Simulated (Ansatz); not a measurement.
System (SMILES): OCl (OH-Cl).
Geometry (B3LYP-D3(BJ)/def2-TZVP, fixed):
```
O
H 1 0.9686
Cl 1 1.7015 2 103.27
```

Basis-set convergence of the dipole moment at MP2 with Ansatz (a program for electronic structure). Dipoles come from the density behind the forces; the sign is taken along the dipole that this method gives in the largest set. The reference of a correlated method is not its basis-set limit, which lies further on. Cartesian d functions, on some or all atoms, in 6-31G**, 6-311G**; all else is spherical. Cores are frozen. No added dispersion term, no relativity. Reference: the value in aug-pcseg-3, 1.512 D, itself unsure by roughly 0.001 D (its mean distance from aug-cc-pV(Q+d)Z, def2-QZVPPD). Deviations are taken from unrounded values. Cost is core time over that of pcseg-3, rough, on shared machines of one kind; a dash marks a row that isn't timed (too short, read off another run, short of memory, by another algorithm or on other hardware).

```
basis            functions  dipole moment (D)  minus reference (D)  cost
---------------  ---------  -----------------  -------------------  ----
3-21G                   24              2.001                0.489     -
pcseg-1                 37              1.739                0.226     -
6-31G**                 39              1.738                0.226     -
cc-pV(D+d)Z             42              1.666                0.154     -
6-311G**                51              1.764                0.252     -
def2-SVPD               58              1.539                0.027     -
aug-cc-pV(D+d)Z         64              1.528                0.016     -
def2-TZVPP              87              1.584                0.072     -
jun-cc-pV(T+d)Z        101              1.518                0.006     -
def2-TZVPPD            108              1.507               -0.006     -
aug-pcseg-2            119              1.509               -0.003     -
aug-cc-pV(T+d)Z        124              1.510               -0.003     -
cc-pV(Q+d)Z            149              1.544                0.032  0.9×
def2-QZVPP             157              1.547                0.035  0.8×
pcseg-3                157              1.530                0.018    1×
aug-cc-pV(Q+d)Z        215              1.514                0.002    2×
aug-pcseg-3            223              1.512                0.000    3×
cc-pV(5+d)Z            246              1.536                0.024    4×
```

The smallest set listed that lies within 0.1 D of the reference with all its larger relatives (same family, alike in diffuse functions; a set with none counts only in the reference's own line) is def2-SVPD (58 functions, 0.027 D off). Inside, with no larger relative to test it: pcseg-3. (Relatives not listed, tested too: def2-TZVPD 0.009, def2-QZVP 0.035, def2-QZVPPD 0.000 D.)
